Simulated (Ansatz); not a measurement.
# MgSiH (quartet): wave-function methods side by side at angle Mg2–Si1–H3 = 91.0°, 6-31G

How much of the correlation energy of MgSiH (quartet) does each wave-function method recover here?

The runs use Ansatz 0.2.0, Gaussian basis; 6-31G, core rule «outside noble gas», up to 10 orbitals frozen.

The runs, in order: UHF; CCSD(T) on ROHF; CCSD(T) on UHF; BCCD(T) on ROHF; CISD as a restricted active space (open shells left free, so some higher excitations enter); CCSDT(Q) on ROHF; CCSDT(Q) on UHF; CCSDTQ on ROHF; CCSDTQ on UHF; CASSCF and MRCISD+Q, 5 electrons in 5 orbitals; CASSCF and NEVPT2, 5 electrons in 5 orbitals; Full CI.

21 further runs of the same task are left out: 2 for a known fault of the program, 11 that didn't finish, 8 set aside as unsound or not needed. Runs told in other sessions of the task aren't counted.

### 1 The geometry

The geometry derives from a PBE0/def2-TZVP stationary point (not a proven minimum). One angle is set to the value named; bond lengths are kept.

3 atoms, charge 0, spin multiplicity 4.

Atoms are counted from 1 here; the program's logs count them from 0.

Bond lengths: Si1–Mg2 2.479 Å, Si1–H3 1.497 Å. Angles: Mg2–Si1–H3 91.0°.

Coordinates:

```xyz
3
charge 0, multiplicity 4
Si   -0.8107    0.0000    0.7847
Mg    0.9270    0.0000   -0.9836
H     0.2382    0.0000    1.8522
```

### 2 UHF

Contents of in.yaml:

```yaml
crystal:
  periodic: [false, false, false]
  atoms:
    - {symbol: Si, position_ang: [-0.810735, 0.000000, 0.784712]}
    - {symbol: Mg, position_ang: [0.926960, 0.000000, -0.983579]}
    - {symbol: H, position_ang: [0.238246, 0.000000, 1.852162]}
basis:
  gaussian: {orbitals: 6-31G}
magnetization: {spin_polarized: true, initial_magnetization: 3}
hamiltonian: {xc: hf}
output: {orbitals: {seedname: orbitals}}
```

The run is started by

```bash
> ansatz run in.yaml --threads 1 --pin off --events-out ev --progress --plain --max-ram 2393MiB
```

The runs that follow: CCSD(T) on ROHF; CCSD(T) on UHF; BCCD(T) on ROHF; CISD as a restricted active space (open shells left free, so some higher excitations enter); CCSDT(Q) on ROHF; CCSDT(Q) on UHF; CCSDTQ on ROHF; CCSDTQ on UHF; CASSCF and MRCISD+Q, 5 electrons in 5 orbitals; CASSCF and NEVPT2, 5 electrons in 5 orbitals; Full CI.

**Question.** What will the summary of the whole plan be? Wanted: FCI from the RHF energy; RMP2 from FCI; UMP2 from FCI; RCCSD from FCI; RCCSD(T) from FCI; UCCSD(T) from FCI; RCCSDT(Q) from FCI; UCCSDT(Q) from FCI; NEVPT2 pair from FCI.

The runs gave:

| quantity | value |
| --- | --- |
| FCI from the ROHF energy | -1.5685 eV |
| RMP2 from FCI | +516.3 meV |
| UMP2 from FCI | +498.4 meV |
| RCCSD from FCI | +49.7 meV |
| RCCSD(T) from FCI | +16.9 meV |
| UCCSD(T) from FCI | +16.4 meV |
| RCCSDT(Q) from FCI | +0.4 meV |
| UCCSDT(Q) from FCI | -0.3 meV |
| NEVPT2 pair from FCI | +414.8 meV |
| MRCISD+Q pair from FCI | +14.6 meV |
| levels within 1 kcal/mol (43 meV) | RCCSD(T), UCCSD(T), BCCD(T), RCCSDT, UCCSDT, RCCSDT(Q), UCCSDT(Q), RCCSDTQ, UCCSDTQ, MRCISD+Q pair |
| T1 diagnostic | 0.032 |
| effectively unpaired electrons | 3.03 |

**Reading.** RCCSD(T) lands +16.9 meV from the yardstick (1.1 % of the correlation energy). One determinant dominates. Of the multireference levels listed MRCISD+Q pair comes nearest in total energy (+14.6 meV), which doesn't show that its space is the better one. These misses are within one basis, not against nature; the frozen cores of restricted and unrestricted runs differ, which can shift their rows.

Levels on UHF freeze UHF's core orbitals, full CI those of ROHF, so the U rows can settle a little off it for that reason alone.

With open shells the CI space here admits some higher excitations, so it is larger than plain CISD.
